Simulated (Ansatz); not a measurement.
Species: C₂H₆, charge 1, multiplicity 2. SMILES of the parent species: CC

Atoms: C1, C2, H3, H4, H5, H6, H7, H8. Bonds: C1-C2, C1-H3, C1-H4, C1-H5, C2-H6, C2-H7, C2-H8.

Bond lengths (Å) and angles (degrees) optimised at HF/STO-3G with Ansatz (an electronic-structure program); HF/3-21G with Ansatz; HF/6-31G* with Ansatz; PBE/6-31G* with Ansatz; B3LYP/LANL2DZ with Ansatz; MP2/6-31G* with Ansatz, each started from the B3LYP-D3(BJ)/def2-TZVP structure (Ansatz) of the last column. A row stands for all coordinates that are equal there; 6 of 7 kinds are shown. 6-31G* holds six Cartesian d functions. At HF/3-21G the structure is a saddle point. At HF/6-31G* the structure is a saddle point. No wavenumbers were computed at HF/STO-3G, PBE/6-31G*, B3LYP/LANL2DZ, MP2/6-31G*, so these may be saddle points.

```
coordinate  HF/STO-3G  HF/3-21G  HF/6-31G*  PBE/6-31G*  B3LYP/LANL2DZ  MP2/6-31G*  B3LYP-D3(BJ)/def2-TZVP
----------  ---------  --------  ---------  ----------  -------------  ----------  ----------------------
C1-C2           1.457     1.427      1.427       1.450          1.456       1.438                   1.434
C1-H3           1.144     1.141      1.136       1.149          1.146       1.140                   1.140
C1-H5           1.091     1.076      1.077       1.097          1.089       1.087                   1.084
C2-C1-H3        111.3     111.9      111.9       112.5          112.5       112.1                   112.6
C2-C1-H5        116.6     117.8      118.3       118.1          117.4       117.8                   118.4
H3-C1-H4         90.9      87.9       85.8        86.4           87.7        86.3                    84.6
```

Mean signed difference of all 7 bond lengths from B3LYP-D3(BJ)/def2-TZVP: HF/STO-3G 0.007 Å, HF/3-21G -0.003 Å, HF/6-31G* -0.006 Å, PBE/6-31G* 0.011 Å, B3LYP/LANL2DZ 0.008 Å, MP2/6-31G* 0.002 Å.
